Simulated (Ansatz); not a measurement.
## Relative stability

Two relaxed structures of SiH₂O, singlet (PBE0-D4/def2-TZVP; forces vanish, vibrations not checked).

A:

O1  (-0.283, 0.414, 1.470)
Si2  (-0.007, 0.010, 0.035)
H3  (0.440, -1.346, -0.376)
H4  (-0.150, 0.923, -1.128)
(Å)

B:

```
4
angstrom
O -0.1234 0.2446 1.5708
Si 0.0029 -0.2434 -0.0030
H -0.3162 1.1669 1.7550
H -0.2687 1.1275 -0.6689
```

Computed with Ansatz 0.2.0 (basis: def2-TZVPP); correlated methods freeze the cores. B3LYP uses VWN-RPA correlation.

Q: Which structure is lower at CCSD(T), and by how much? (An estimate is asked for; the value comes from the calculation.)

A: Computed: B, by 0.067 eV (electronic energy, against the other). By their contacts, A is SiH₂O ([O][SiH2]) and B is SiH₂O ([OH][SiH]).

Q: Do the other methods give the same order? (Judge from chemistry; the calculation decides.)

A: The calculation gives: Not all: r2SCAN-D4, MP2 give the other order.

| method | E(B) − E(A) (eV) |
| --- | --- |
| PBE-D4 | -0.003 |
| r2SCAN-D4 | 0.085 |
| PBE0-D4 | -0.097 |
| B3LYP-D4 | -0.043 |
| wB97M-V | -0.162 |
| HF | -0.240 |
| MP2 | 0.128 |
| CCSD | -0.136 |
| CCSD(T) | -0.067 |

No T1 diagnostic of these runs exceeds 0.023. The restricted Hartree–Fock reference is unstable towards an unrestricted one at one or more of these structures.

Labels in which every atom is bracketed show which atoms are joined, not bond orders.

For scale, one of the runs: CCSD(T)/def2-TZVPP, 101 basis functions, launched by `ansatz run in.yaml --threads 2 --pin off --events-out ev --progress --plain --max-ram 4352MiB`. The run took about 2.3 s on 2 CPU threads of an Arm Neoverse V1 (shared host).
